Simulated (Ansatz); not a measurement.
**Ladder of methods for the equilibrium lattice constant a of 2H MoTe₂**

Reference value: 3.518 Å (measured, 300 K, no zero-point or thermal correction; as tabulated in arXiv:1605.07067).

Q: What do LDA, PBE, PBE-D4, r²SCAN-D4, HSE06 give, and how far is each from the reference?

A: 
| level (code) | value (Å) | difference (%) |
|---|---|---|
| LDA (Ansatz) | 3.473 | -1.28 |
| PBE (Ansatz) | 3.557 | +1.11 |
| PBE-D4 (Ansatz) | 3.501 | -0.48 |
| r²SCAN-D4 (Ansatz) | 3.546 | +0.80 |
| HSE06 (Ansatz) | 3.513 | -0.14 |

The reference is not for a static lattice or low temperature, so close values are not ranked against it.

The reference isn't brought to a static lattice, while the calculations are for one, so the differences are not the levels' errors alone.  LDA: LDA has no dispersion term either, though it tends to give short spacings of layers, chains or molecules. PBE: for a layered or molecular solid the relaxed cell lies over 5 % above the published volume, where the minimum can be shallow. PBE, HSE06: the cell comes from a level without a dispersion term, which matters for the spacing of layers, chains or molecules. Cutoffs and k meshes differ between the levels. Ansatz's density-functional and Hartree–Fock values are scalar-relativistic unless marked +SOC, with PAW data made under PBE.

Differences are worked out from the printed values.

Ansatz is a quantum-chemistry and plane-wave program.
